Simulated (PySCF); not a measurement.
Bond stretch in SMILES C#N. The C1–N3 bond (C1 also carries H; N3 carries nothing else) is stretched with both fragments frozen at the PBE0/def2-TZVP optimised geometry.

Levels: RKS-BHandHLYP = restricted BHandHLYP/6-31G (PySCF); NEVPT2 = SC-NEVPT2 on CASSCF(6,6)/6-31G, all electrons correlated (PySCF); RKS-LDA (SVWN5) = restricted LDA (SVWN5)/6-31G (PySCF).

Energies are in kcal/mol, each relative to the lowest point of its own curve near equilibrium.

| R / Å | RKS-BHandHLYP | NEVPT2 | RKS-LDA (SVWN5) |
|---|---|---|---|
| 0.91 | 158.1 | 181.4 | 170.0 |
| 0.97 | 78.1 | 95.8 | 87.6 |
| 1.04 | (withheld) | 37.2 | 32.0 |
| 1.08 | 10.0 | (withheld) | (withheld) |
| 1.12 | 2.0 | 6.4 | 4.3 |
| 1.15 | 0.0 | 1.8 | 0.8 |
| 1.18 | 0.9 | 0.0 | 0.0 |
| 1.20 | 2.8 | 0.1 | (withheld) |
| 1.26 | 13.5 | 5.3 | (withheld) |
| 1.34 | 35.9 | 20.1 | 25.9 |
| 1.44 | 70.8 | (withheld) | 54.9 |
| 1.55 | 111.7 | — | 89.7 |
| 1.74 | 178.1 | — | 147.7 |
| 1.90 | 224.7 | — | 190.1 |
| 2.04 | 256.9 | — | 221.6 |
| 2.28 | 295.1 | — | 264.1 |
| 2.50 | 316.9 | — | 292.0 |
| 2.84 | 337.3 | — | — |
| 3.11 | 347.4 | — | — |
| 3.47 | 356.2 | — | — |
| 4.02 | 363.9 | — | — |

Complete the blanks.


- 1.04, RKS-BHandHLYP: 25.7
- 1.08, NEVPT2: 18.0
- 1.08, RKS-LDA (SVWN5): 14.3
- 1.20, RKS-LDA (SVWN5): 0.8
- 1.26, RKS-LDA (SVWN5): 8.1
- 1.44, NEVPT2: 44.8

Dashes: no converged value, or the column stops at the first point that the program doubted or that broke a chosen test of continuity, which isn't proof of a fault.

At the longest distance RKS-BHandHLYP leaves fractional charges on the fragments, a sign of delocalisation error or of the restricted form. The restricted form behind RKS-BHandHLYP, RKS-LDA (SVWN5) keeps the bonding electrons paired and can't separate into open-shell fragments.
